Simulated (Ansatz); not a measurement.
Geometry optimisation, UKS PBE0-D4/6-31G* (Ansatz 0.2.0).

The input (input.yaml):

```yaml
crystal:
  periodic: [false, false, false]
  atoms:
    - { symbol: Si, position_ang: [0.000725, 1.3e-05, -0.420779] }
    - { symbol: F, position_ang: [-0.001098, -5.8e-05, 2.380344] }
    - { symbol: H, position_ang: [1.423212, -0.000183, -0.884355] }
    - { symbol: H, position_ang: [-0.71058, 1.232146, -0.883738] }
    - { symbol: H, position_ang: [-0.710914, -1.231934, -0.883722] }
    - { symbol: C, position_ang: [-0.000154, -2.7e-05, 3.737642] }
    - { symbol: H, position_ang: [-0.556956, -0.868083, 4.109575] }
    - { symbol: H, position_ang: [1.030397, -0.048414, 4.108458] }
    - { symbol: H, position_ang: [-0.473133, 0.916441, 4.109475] }
magnetization:
  spin_polarized: true
  initial_magnetization: 1
basis:
  gaussian: { orbitals: "6-31G*" }
hamiltonian:
  xc: pbe0
  dispersion: d4
relax:
  f_tol: 0.03
  max_steps: 50
```

Launched with:

```bash
$ ansatz run input.yaml --threads 1 --pin off --max-ram 2048MiB --backend cpu --events-out ev --progress --plain --runs-dir out
```

Problem. Where does it end, and by what steps?

Solution. The forces met the threshold. After 3 steps the energy has fallen by 0.079 eV; H3 moved furthest, 0.34 Å.

| step | energy less start (eV) | largest force component (eV/Å) | accepted |
| --- | --- | --- | --- |
| 0 | 0.0000 | 0.943 | yes |
| 1 | -0.0695 | 0.305 | yes |
| 2 | -0.0789 | 0.032 | yes |
| 3 | -0.0793 | 0.003 | yes |

```xyz
9
Properties=species:S:1:pos:R:3
Si 0.001 0.000 -0.747
F -0.003 0.000 2.636
H 1.415 0.000 -1.221
H -0.706 1.225 -1.220
H -0.706 -1.224 -1.220
C 0.000 0.000 4.011
H -0.557 -0.869 4.379
H 1.031 -0.048 4.376
H -0.473 0.917 4.378
```

Whether the end is a true minimum wasn't checked by a vibrational analysis.

Time of the run: 10 s on 1 thread of Intel(R) Xeon(R) Platinum 8488C (Sapphire Rapids) (shared host), peak memory 0.17 GiB.
